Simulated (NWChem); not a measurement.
Everything below was run with NWChem. System: ethanethiol (C2H6S), charge 0, spin multiplicity 1, at a geometry optimised with B3LYP/def2-SVP. Level: CCSD linear response/6-31G* (spherical d), 7 core orbitals frozen.

Input file:

```
start mol
memory heap 100 mb stack 700 mb global 1900 mb
geometry units angstroms nocenter noautoz noautosym
  C     -1.482767     0.769457    -0.251615
  C     -0.545479    -0.416862    -0.445263
  S      1.073085    -0.261959     0.414045
  H     -2.451509     0.583137    -0.746188
  H     -1.057834     1.689560    -0.684892
  H     -1.669445     0.957256     0.816867
  H     -0.982302    -1.334659    -0.020484
  H     -0.365829    -0.617406    -1.513050
  H      1.527027     0.797879    -0.295702
end
basis spherical
  * library 6-31g*
end
scf
  rhf
  nopen 0
  maxiter 100
  thresh 1e-7
  semidirect memsize 60000000 filesize 0
end
tce
  freeze core 7
  ccsd
  thresh 1e-6
  tilesize 24
end
set tce:lineresp T
set tce:afreq 0.0428
set tce:respaxis T T T
task tce energy
```

Part of the output:

```
             Northwest Computational Chemistry Package (NWChem) 7.3.0
             --------------------------------------------------------

                                NWChem Input Module
                                -------------------

 Scaling coordinates for geometry "geometry" by  1.889725989
 (inverse scale =  0.529177249)

                             Geometry "geometry" -> ""
                             -------------------------

 Output coordinates in angstroms (scale by  1.889725989 to convert to a.u.)

  No.       Tag          Charge          X              Y              Z
 ---- ---------------- ---------- -------------- -------------- --------------
    1 C                    6.0000    -1.48276700     0.76945700    -0.25161500
    2 C                    6.0000    -0.54547900    -0.41686200    -0.44526300
    3 S                   16.0000     1.07308500    -0.26195900     0.41404500
    4 H                    1.0000    -2.45150900     0.58313700    -0.74618800
    5 H                    1.0000    -1.05783400     1.68956000    -0.68489200
    6 H                    1.0000    -1.66944500     0.95725600     0.81686700
    7 H                    1.0000    -0.98230200    -1.33465900    -0.02048400
    8 H                    1.0000    -0.36582900    -0.61740600    -1.51305000
    9 H                    1.0000     1.52702700     0.79787900    -0.29570200

 Effective nuclear repulsion energy (a.u.)     106.4004929776

            Nuclear Dipole moment (a.u.)
            ----------------------------
        X                 Y               Z
 ---------------- ---------------- ----------------
    -0.0000151178    -0.0000132281     0.0000056692


 Summary of "ao basis" -> "" (spherical)
 ------------------------------------------------------------------------------
       Tag                 Description            Shells   Functions and Types
 ---------------- ------------------------------  ------  ---------------------
 *                           6-31g*                   on all atoms

 Summary of "ao basis" -> "ao basis" (spherical)
 ------------------------------------------------------------------------------
[...]
 CCSD-LR iterations
 ---------------------------------------------
 Iter          Residuum            Cpu    Wall
 ---------------------------------------------
    1          1.2003543000641     0.3     0.3
    2          1.1020585249262     0.2     0.2
    3          0.5115474296596     0.2     0.2
    4          0.2671551236395     0.2     0.2
    5          0.1402462565044     0.2     0.2
    6          0.0241236675063     0.3     0.3
    7          0.0126509740999     0.2     0.2
    8          0.0068809570420     0.2     0.2
    9          0.0042681258077     0.2     0.2
   10          0.0026193972457     0.2     0.2
   11          0.0004365626475     0.2     0.2
   12          0.0002376410201     0.2     0.2
   13          0.0001519915097     0.2     0.2
   14          0.0001046018452     0.2     0.2
   15          0.0000736397271     0.2     0.2
   16          0.0000163212626     0.2     0.2
   17          0.0000083600825     0.2     0.2
   18          0.0000053901638     0.2     0.2
   19          0.0000037378054     0.2     0.2
   20          0.0000026507173     0.2     0.2
   21          0.0000006596213     0.2     0.2
 ---------------------------------------------
 Iterations converged

 Frequency =      -0.0428000 / au

 CCSD-LR iterations
 ---------------------------------------------
 Iter          Residuum            Cpu    Wall
 ---------------------------------------------
    1          1.2003543000641     0.2     0.2
    2          1.1839056125229     0.2     0.2
    3          0.3046263291945     0.2     0.2
    4          0.1499967602384     0.2     0.2
    5          0.0538552720065     0.2     0.2
    6          0.0154248055222     0.2     0.2
    7          0.0068346731616     0.2     0.2
    8          0.0027129287016     0.2     0.2
    9          0.0014593163166     0.2     0.2
   10          0.0006612380022     0.2     0.2
   11          0.0001314219261     0.2     0.2
   12          0.0000566312438     0.2     0.2
   13          0.0000259363379     0.2     0.2
   14          0.0000128666106     0.2     0.2
   15          0.0000064240972     0.2     0.2
   16          0.0000014993575     0.2     0.2
   17          0.0000006872489     0.2     0.2
 ---------------------------------------------
 Iterations converged

 CCSD-LR dipole moments / hartree & Debye
 --------------------------------
 X       0.4602019      1.1697253
 Y      -0.2424886     -0.6163493
 Z       0.4666402      1.1860901
 --------------------------------

 CCSD Linear Response polarizability / au
 Frequency  =       0.0428000 / au
 Wavelength =    1064.5643224 / nm
 -------------------------------------------------------|-----------------------------------------------
                     atomic units (bohr^3)              |                   angstroms^3
                  X              Y              Z       |             X              Y              Z
 -------------------------------------------------------|-----------------------------------------------
 X           43.9002085      0.6070056      3.9853840   |      6.5053411      0.0899490      0.5905731
 Y            0.6070056     34.1525304     -1.8843327   |      0.0899490      5.0608839     -0.2792294
 Z            3.9853840     -1.8843327     33.2519219   |      0.5905731     -0.2792294      4.9274275
 -------------------------------------------------------|-----------------------------------------------
 Eigs =      45.2266469     35.3102731     30.7677408   |      6.7018991      5.2324438      4.5593098
 Isotropic   =              37.1015536                  |                     5.4978842
 Anisotropic =              12.8068153                  |                     1.8977746
 -------------------------------------------------------|-----------------------------------------------

 Task  times  cpu:       41.2s     wall:       41.2s

 Total times  cpu:       41.2s     wall:       41.2s
```
